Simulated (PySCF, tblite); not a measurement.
## A complex of 2 × hydrogen fluoride and hydrogen sulfide

A gas-phase complex of 2 × hydrogen fluoride and hydrogen sulfide; neutral, singlet. The structure comes from a short search (6 tight-binding starts) and was relaxed by PBE0-D3(BJ)/def2-SVPD; another way of binding may lie lower. Frequencies by PBE0-D3(BJ)/def2-SVPD show no clear imaginary mode.

Parts: 1 = hydrogen fluoride (F), atoms 1–2; 2 = hydrogen fluoride (F), atoms 3–4; 3 = hydrogen sulfide (S), atoms 5–7.

```xyz
7

F     0.007    0.229    0.089
H    -0.315    0.104   -0.799
F     0.436    2.732   -0.494
H     0.364    1.890   -0.092
S    -0.855    0.469   -2.797
H    -0.738    1.783   -2.491
H     0.424    0.401   -3.229
```
Atom numbers follow the order of the file, from 1.

Contacts between parts, classed by geometry: H4···F1 1.708 Å (hydrogen bond, 159°); H2···S5 2.101 Å (hydrogen bond, 162°).

Interaction energies are complex less parts, with the parts frozen as they stand in it; counterpoise-corrected, in kcal/mol (PySCF).

How strongly do the parts interact, level by level?


```json
{"level": "wB97M-D3(BJ)/def2-TZVPD", "interaction": "-13.65", "superposition error removed": "-0.24"}
{"level": "PBE0-D3(BJ)/def2-TZVPD", "interaction": "-15.40", "superposition error removed": "-0.21"}
{"level": "RI-MP2/aug-cc-pVTZ", "interaction": "-12.64", "superposition error removed": "-1.47"}
```

What holds them together? Decompose the wB97M-D3(BJ)/def2-TZVPD energy: frozen parts, their antisymmetrised product, then relaxation.

electrostatic -22.3, Pauli repulsion +25.7, orbital relaxation -15.5, dispersion correction -1.8 kcal/mol, which sum to the value before the counterpoise correction; the Pauli term holds the exchange-correlation of the frozen density too. Of the attraction, 56 % is electrostatic, 39 % is orbital relaxation, 5 % is dispersion correction.

Are the pair energies additive?

The pairs sum to -11.17 kcal/mol (1–2 -4.2, 1–3 -5.0, 2–3 -1.9); the rest of -2.47 is a many-body strengthening.

The parts were also relaxed and run alone, at the levels used for the complex: vibrations by PBE0-D3(BJ)/def2-SVPD; shieldings by PBE0/pcSseg-2.

Values alone: F3–H4 bond (Å): 0.920; stretch carried by H4 (cm⁻¹, harmonic): 4151; its infrared intensity (km/mol): 127; shielding of H4 (ppm): 29.19; shielding of F1 (ppm): 410.9; shielding of H2 (ppm): 29.19; shielding of S5 (ppm): 704.4.

What does binding change?


| property | alone | in the complex | change |
| --- | --- | --- | --- |
| F3–H4 bond (Å) | 0.920 | 0.936 | +0.016 |
| stretch carried by H4 (cm⁻¹, harmonic) | 4151 | 3810 | -341 |
| its infrared intensity (km/mol) | 127 | 585 |  |
| shielding of H4 (ppm) | 29.19 | 25.24 | -3.95 |
| shielding of F1 (ppm) | 410.9 | 345.6 | -65.2 |
| shielding of H2 (ppm) | 29.19 | 23.43 | -5.76 |
| shielding of S5 (ppm) | 704.4 | 695.8 | -8.7 |
